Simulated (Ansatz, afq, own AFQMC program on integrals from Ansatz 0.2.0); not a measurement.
# BeNH$_{2}$, quartet: AFQMC among the cluster methods

```yaml
atoms:
  - { symbol: N, position_ang: [0.0000, -0.0579, 0.7880] }
  - { symbol: Be, position_ang: [0.0000, -0.1403, -1.2614] }
  - { symbol: H, position_ang: [0.0000, 0.7492, 1.4179] }
  - { symbol: H, position_ang: [0.0000, 1.3104, -1.0893] }
```

Connectivity, by distances: NH–BeH.

Basis cc-pVDZ. Noble-gas cores (and the filled d shells of Ga–Kr and In–Xe) are frozen. Integrals, coupled cluster, full CI and functionals: Ansatz 0.2.0; the random walks run on the same integrals in our own AFQMC program. The CISD trial takes its coefficients from CCSD amplitudes. Released means that phaseless walkers are propagated on without the constraint, phases kept. ± is one standard error of the sampling.

Determinant: UHF, the one that the program's search chose, which needn't be the lowest solution. The geometry is a point of a scan.

No full CI on the walks' own integrals is used here; CCSDT(Q) serves as the reference and is uncertain by about the last step of the cluster series.

Cautions: lower spins were not checked.

The T1 diagnostic is 0.0231. The weight of the determinant in the CISD state is 0.916, the ⟨S²⟩ of the determinant is 3.770 and the size of the correlated space is 9 electrons in 36 orbitals.

Reference: CCSDT(Q), correlation energy -4.748 eV. The released energy is read at 2.40 1/Eh (meV from the phaseless value at times in 1/Eh: -6 ± 9 at 0.24, -4 ± 9 at 0.51, -13 ± 7 at 0.99, 6 ± 8 at 1.62, -6 ± 13 at 2.40).

```
         level  E − E(reference) (kJ/mol)  share of correlation (%)
            HF                      458.1                      0.00
           MP2                       92.0                     79.92
          CCSD                       11.5                     97.48
       CCSD(T)                        2.9                     99.37
         CCSDT                        0.5                     99.89
 ph-AFQMC/CISD                  0.4 ± 0.9                     99.91
released AFQMC                 -0.2 ± 1.3                    100.05
```

A walk keeps the symmetry of its determinant, which the program's search chose and which needn't be the lowest solution, so a lower state of the same spin and another symmetry isn't excluded. Released energies are given only where the last usable release times agree within the noise; a slower fall can still hide under it.
